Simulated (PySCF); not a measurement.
methyl formate cation (C₂H₄O₂), SMILES COC=O (connectivity only; charge and spin as stated), charge +1, multiplicity 2. Atoms are numbered in the order given.

```xyz
8

C     -0.3844    -1.4525     0.0000
O      0.6960    -0.4241     0.0000
C      0.4530     0.8075     0.0000
O     -0.6857     1.3462     0.0000
H     -0.9778    -1.3188    -0.9143
H      0.1571    -2.4027     0.0000
H     -0.9778    -1.3188     0.9143
H      1.3047     1.5327     0.0000
```
Charge +1, spin multiplicity 2.

Geometry optimised at B3LYP-D3(BJ)/def2-SVP. The spin state was assumed, not searched. Other conformers were not sampled.

These are ωB97X/def2-TZVPD (PySCF) values and carry that method's errors.

Mulliken values depend strongly on the basis, most of all with diffuse functions as here. ESP charges are fitted to the potential on shells at 1.4 to 2.0 van der Waals radii. Atomic charges (e):

```
atom  meta-Löwdin  ESP fit  Mulliken  Mulliken spin
----  -----------  -------  --------  -------------
C1              …    -0.26     -0.74          -0.01
O2              …    -0.13     -0.16           0.04
C3           0.50     0.48      0.49          -0.01
O4           0.04     0.03     -0.06           0.92
H5              …     0.21      0.39           0.00
H6              …     0.24      0.28           0.00
H7              …     0.21      0.39           0.00
H8           0.23     0.22      0.40           0.04
```

**Question.** Fill in the missing entries. (Estimate from the structure and the level; the computed values follow.)

**Answer.** 
- C1, meta-Löwdin: -0.12
- O2, meta-Löwdin: -0.17
- H5, meta-Löwdin: 0.16
- H6, meta-Löwdin: 0.19
- H7, meta-Löwdin: 0.16
